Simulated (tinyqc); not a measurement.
Worked calculation: Born-Oppenheimer dynamics on the RHF/sto-6g surface (energies and gradients from PySCF), for HF, spin multiplicity 1. Computed by tinyqc, a small Python program that keeps every step (integrals from PySCF). Settings: charge = 0, multiplicity = 1, basis = sto-6g, time step (fs) = 0.5, steps = 16. Command: `OMP_NUM_THREADS=1 python tinyqc.py 22970 22971 out.jsonl` (the two numbers bound the seeds that draw the settings). One thread of a shared host (Intel(R) Xeon(R) Processor @ 2.60GHz), about 2 s of CPU time with the checks.

positions (bohr):
```
           x         y         z
1F  0.000000  0.000000  0.000000
2H  0.000000  0.000000  1.687525
```

The total energy should stay constant up to terms of order dt^2; the step counts as short enough if it moves by less than 2 % of the largest kinetic energy.

Trajectory:

| time (fs) | 1F-2H (angstrom) | potential (hartree) | kinetic (hartree) | total (hartree) |
|---|---|---|---|---|
| 0.000000 | 0.893000 | -99.49641062 | 0.00012484 | -99.49628577 |
| 0.500000 | 0.901310 | -99.49782557 | 0.00145511 | -99.49637046 |
| 1.000000 | 0.920316 | -99.50018725 | 0.00369534 | -99.49649191 |
| 1.500000 | 0.945778 | -99.50163177 | 0.00509099 | -99.49654078 |
| 2.000000 | 0.972716 | -99.50129619 | 0.00479168 | -99.49650451 |
| 2.500000 | 0.996613 | -99.49961729 | 0.00318678 | -99.49643051 |
| 3.000000 | 1.014017 | -99.49767980 | 0.00131580 | -99.49636400 |
| 3.500000 | 1.022703 | -99.49650869 | 0.00017985 | -99.49632884 |
| 4.000000 | 1.021642 | -99.49665866 | 0.00032549 | -99.49633318 |
| 4.500000 | 1.010958 | -99.49806089 | 0.00168474 | -99.49637616 |
| 5.000000 | 0.991929 | -99.50003972 | 0.00359273 | -99.49644699 |
| 5.500000 | 0.967048 | -99.50151188 | 0.00499452 | -99.49651736 |
| 6.000000 | 0.940017 | -99.50146447 | 0.00492599 | -99.49653848 |
| 6.500000 | 0.915524 | -99.49970144 | 0.00323193 | -99.49646951 |
| 7.000000 | 0.898512 | -99.49737622 | 0.00103183 | -99.49634438 |
| 7.500000 | 0.892861 | -99.49638485 | 0.00010069 | -99.49628416 |
| 8.000000 | 0.899949 | -99.49761039 | 0.00125232 | -99.49635807 |

Is the time step short enough?

No. The total energy moves within 2.6e-04 hartree; that is over 2 % of the largest kinetic energy, so the time step is too long.
